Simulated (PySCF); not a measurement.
Isomers of C3H3F2N, mass 91.023 u with the commonest isotopes. Computed with PBE0-D3(BJ)/def2-SVP geometry optimisation, gas phase in PySCF. One conformer each, none proved a minimum here; rigid rotors.

Question: Order these by radius of gyration √(Σ m r²/M), smallest first.
A. `[N:1]#[C:2][CH2:3][CH:4]([F:5])[F:6]` with C2–C3–C4–F5 63°
B. CH3CF2CN, `CC(F)(F)C#N`
C. `[F:1][CH:2]([F:3])[C:4]1=[N:5][CH2:6]1` with F1–C2–C4–N5 119°

Answer: B (1.571 Å), C (1.639 Å), A (1.774 Å).

Question: Order these by rotational constant B, largest first.
A. `[N:1]#[C:2][CH2:3][CH:4]([F:5])[F:6]` with C2–C3–C4–F5 63°
B. `[F:1][CH:2]([F:3])[C:4]1=[N:5][CH2:6]1` with F1–C2–C4–N5 119°
C. `[N:1]#[C:2][C@@H:3]([F:4])[CH2:5][F:6]` with C2–C3–C5–F6 170°
D. `CC(F)(F)C#N` (CH3CF2CN)

Answer: D (2893 MHz), B (2559 MHz), C (2258 MHz), A (2130 MHz).

Question: Order these by dipole moment, smallest first.
A. `CC(F)(F)C#N` (CH3CF2CN)
B. `[F:1][CH:2]([F:3])[C:4]1=[N:5][CH2:6]1` with F1–C2–C4–N5 119°
C. `[N:1]#[C:2][CH2:3][CH:4]([F:5])[F:6]` with C2–C3–C4–F5 63°
D. `[N:1]#[C:2][C@@H:3]([F:4])[CH2:5][F:6]` with C2–C3–C5–F6 170°

Answer: B (0.31 D), D (1.88 D), C (2.80 D), A (3.15 D).

```json
{"SMILES": "N#CCC(F)F", "point group": "C1", "Ia (u·Å²)": "56.99", "Ib (u·Å²)": "237.27", "Ic (u·Å²)": "278.89", "κ": "-0.91", "μa (D)": "1.86", "μb (D)": "2.09", "μc (D)": "0.13"}
{"SMILES": "N#C[C@@H](F)CF", "point group": "C1", "Ia (u·Å²)": "68.76", "Ib (u·Å²)": "223.86", "Ic (u·Å²)": "277.69", "κ": "-0.84", "μa (D)": "1.52", "μb (D)": "0.98", "μc (D)": "0.52"}
{"SMILES": "CC(F)(F)C#N", "point group": "Cs", "Ia (u·Å²)": "96.55", "Ib (u·Å²)": "174.69", "Ic (u·Å²)": "178.06", "κ": "-0.95", "μa (D)": "2.39", "μb (D)": "2.05", "μc (D)": "0.03"}
{"SMILES": "FC(F)C1=NC1", "point group": "Cs", "Ia (u·Å²)": "70.48", "Ib (u·Å²)": "197.45", "Ic (u·Å²)": "221.17", "κ": "-0.89", "μa (D)": "0.15", "μb (D)": "0.06", "μc (D)": "0.27"}
```
